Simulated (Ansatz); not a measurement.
For wurtzite AlN, rVV10 in Ansatz (plane waves, PAW) gives:

| Property | Result |
|---|---|
| lattice parameter a | 3.133 Å |
| c axis length | 5.035 Å |

Problem. What does HSE06 (Ansatz, a quantum-chemistry and plane-wave program, plane waves, PAW) give for the same quantities?

Solution. 
- lattice constant a: 3.105 Å (shrinks by 0.9 %)
- lattice parameter c: 4.969 Å (shrinks by 1.3 %)

For comparison: lattice constant a 3.111 Å (measured, low temperature, extrapolated to low temperature; as tabulated in arXiv:1206.3780); lattice parameter c 4.979 Å (measured, low temperature, extrapolated to low temperature; as tabulated in arXiv:1206.3780).

Changes are worked out from the printed values.

Unless a cell is named, each level is at its own relaxed cell (rVV10 10.70, HSE06 10.37 Å³/atom).

Ansatz's density-functional and Hartree–Fock values are scalar-relativistic unless marked +SOC, with PAW data made under PBE.
